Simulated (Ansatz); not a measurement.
Species: CH3O (charge 0, doublet). It need not be the lowest isomer of its formula. SMILES: O[CH2]
Geometry from a B3LYP-D3(BJ)/def2-TZVP (Ansatz, a first-principles code) optimisation:
```xyz
5

C      0.6856     0.0200    -0.0430
O     -0.6711    -0.1179     0.0029
H     -1.0910     0.7448    -0.0816
H      1.1252     0.9802     0.1938
H      1.2214    -0.9012     0.1227
```
Charge 0, spin multiplicity 2.

Task: Give the harmonic wavenumbers at B3LYP-D3(BJ)/def2-TZVP (Ansatz, finite differences of forces, unscaled).

Result: 420, 549, 1055, 1203, 1358, 1487, 3131, 3272, 3809 cm⁻¹. Zero-point energy 23.3 kcal/mol.

Task: From these and the geometry, give the ideal-gas thermochemistry at 298.15 K and 1 atm (rigid rotor, harmonic oscillator).

Result: Point group C1, rotational symmetry number 1. Rotational constants 193.7, 29.93, 26.14 GHz. S(trans) 36.23, S(rot) 18.30, S(vib) 1.59, S(elec, spin only) 1.38, S 57.5 cal/(mol K). H(298) - H(0) 2.71 kcal/mol; G - E(el) 8.8 kcal/mol.
